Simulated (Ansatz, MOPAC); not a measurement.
Species: CH3NO, net charge 0, singlet state. SMILES: NC=O
Geometry: optimised at B3LYP-D3(BJ)/def2-TZVP (Ansatz, an electronic-structure program).

Property: vertical ionisation energy to the doublet, in eV. Terms: open shells spin-unrestricted; valence correlation only; dispersion terms only where a functional's name holds one; six Cartesian d functions in 6-31G* and its kin unless marked 5d; 6-311+G** with 5d; each state is the SCF solution reached for its charge and spin; non-relativistic; no spin-orbit coupling. Ab initio and DFT rows: single points at B3LYP-D3(BJ) geometries (Ansatz). Semi-empirical rows: differences of heats of formation at the shared geometry for vertical values.

```tsv
level	program	vertical ionisation energy to the doublet (eV)
AM1	MOPAC	10.14
MNDO	MOPAC	10.24
HF/6-311+G**	Ansatz	8.86
PBE/6-31G*	Ansatz	9.97
B3LYP/3-21G	Ansatz	9.85
B3LYP/6-31G*	Ansatz	10.07
MP2/6-311+G**	Ansatz	10.52
PBE0/def2-TZVPD	Ansatz	10.21
wB97M-V/def2-TZVPD	Ansatz	10.30
wB97X-V/def2-TZVPD	Ansatz	10.29
```

No value to compare with is used here. The 7 habitual levels span 8.86 (HF/6-311+G**) to 10.52 eV (MP2/6-311+G**); wB97M-V/def2-TZVPD gives 10.30.

The levels are drawn from those run, B3LYP/6-31G* more often than the rest, none by its result; runs whose electronic state is in doubt are left out.
